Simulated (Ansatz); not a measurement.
FH, a single point in a Gaussian basis

Program: Ansatz 0.2.0, Python API.

Run as a notebook:

**Cell 1**
```python
from dataclasses import dataclass

import ansatz


@dataclass(frozen=True)
class Options:
    basis_set: str = "cc-pVTZ"
    xc: str = "pbe"


opts = Options()
```

**Cell 2**
```python
geometry = (
    ansatz.Crystal.molecule()
    .atom("H", [0.0, 0.0, 0.0])
    .atom("F", [0.0, 0.0, 0.935])
)
```

**Cell 3**
```python
base = (
    geometry.calculation()
    .basis(gaussian=opts.basis_set)
    .functional(opts.xc)
)
print(base.to_yaml())
res = base.run()
data = res.report
```
Output:
```text
crystal:
  periodic: [false, false, false]
  atoms:
    - { symbol: H, position_ang: [0.0, 0.0, 0.0] }
    - { symbol: F, position_ang: [0.0, 0.0, 0.935] }
basis:
  gaussian:
    orbitals: cc-pVTZ
hamiltonian:
  xc: pbe
```

**Cell 4**
```python
type(res).__name__, type(data).__name__
```
Output:
```text
('RunOutcome', 'dict')
```

**Cell 5**
```python
sorted(key for key in data if key.endswith("_ev"))
```
Output:
```text
['free_energy_ev', 'reference_energy_ev']
```

**Cell 6**
```python
data["converged"], data["free_energy_ev"]
```
Output:
```text
(True, -2731.5820989904696)
```

**Cell 7**
```python
for key in ("converged", "free_energy_ev", "reference_energy_ev", "n_frozen", "n_occupied", "n_virtual"):
    print(f"{key:22s} {data[key]}")

state = data["mean_field"]["state"]
print(f"mean field: {state['energy']['hartree']:.7f} Ha, <S^2> = {abs(state['spin_squared']):.4f}, stability: {state.get('stability', {}).get('kind')}")
```
Output:
```text
converged              True
free_energy_ev         -2731.5820989904696
reference_energy_ev    -2731.5820989904696
n_frozen               0
n_occupied             [5, 5]
n_virtual              [39, 39]
mean field: -100.3837906 Ha, <S^2> = 0.0000, stability: minimum
```

Caveats:
- Total energies depend on the basis set; only differences at equal settings carry meaning.
- The geometry is a force-field or estimated start, not a minimum of this method, and the basis set is short of its limit.
- It ran for 0.6 s on 1 thread of Arm Neoverse V1, with other jobs on the host, peak memory 0.13 GiB.
